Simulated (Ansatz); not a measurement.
Consider the isomerisation: `COC(C)(F)F` → `CCOC(F)F`.

Program: Ansatz. Geometries: PBE0-D4/def2-TZVP. ΔE: electronic, gas phase. CCSD(T)/CBS adds triple-zeta CCSD(T) − MP2 to the extrapolated MP2 energy (def2 sets, frozen cores). Functionals use def2-TZVPP. B3LYP here is the variant with VWN-RPA as its local correlation; programs differ in this. One conformer a species, not always the lowest.

Problem. Is it downhill or uphill in electronic energy at CCSD(T)/CBS, and by how much? (Estimate.)

Solution. The calculation gave: Uphill: ΔE = +0.10 eV.

Problem. What do these levels give: B3LYP-D4, ωB97X-V, ωB97M-V, B2PLYP, r2SCAN, PBE0, B3LYP, HF/def2-TZVPP, MP2/def2-TZVPP, SCS-MP2/def2-TZVPP, HF/def2-QZVPP, HF/CBS(def2)? (An estimate is asked.)

Solution. The calculation gave: B3LYP-D4 0.09, ωB97X-V 0.11, ωB97M-V 0.12, B2PLYP 0.07, r2SCAN 0.12, PBE0 0.07, B3LYP 0.06, HF/def2-TZVPP 0.05, MP2/def2-TZVPP 0.08, SCS-MP2/def2-TZVPP 0.07, HF/def2-QZVPP 0.05, HF/CBS(def2) 0.05 eV.

Largest T1 diagnostic among the species: 0.011.
